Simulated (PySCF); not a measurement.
Calculated NMR data

Theoretical values (PySCF): σ from GIAO-PBE0/pcSseg-1, coordinates at the PBE0-D3(BJ)/def2-SVP level, couplings computed with B3LYP/pcJ-1 (spin–dipole term left out of most H,H and C,H couplings). Relativity neglected, fast rotation and ring inversion assumed for equivalent nuclei, a single conformation, no solvent model.

References, each an isolated molecule treated in the same way: TMS for $^{1}$H, $^{13}$C. Multiplet labels drop J under 1 Hz and among equivalent protons, and merge close values. Unscaled 3J(H,H) run several per cent high. Shifts are as computed. Against solution values, carbons near 30 ppm lie about +2 ppm off and those near 130 ppm about +5 ppm. Of 1211 compounds with measured shifts, 218 miss one by over three times the rms of a fit or turn the order of signals round; such compounds aren't used in these exercises.

**1.** o-benzoquinone, C6H4O2. $^{1}$H NMR (600 MHz, computed): δ 6.84 (m, 2H), 6.20 (m, 2H). $^{13}$C{$^{1}$H} NMR (computed): δ 181.6 (C), 144.1 (CH), 137.3 (CH).

**2.** Glyoxal (C(=O)C=O, C2H2O2). $^{1}$H NMR (600 MHz, computed): δ 9.07 (s, 2H). $^{13}$C{$^{1}$H} NMR (computed): δ 194.5.
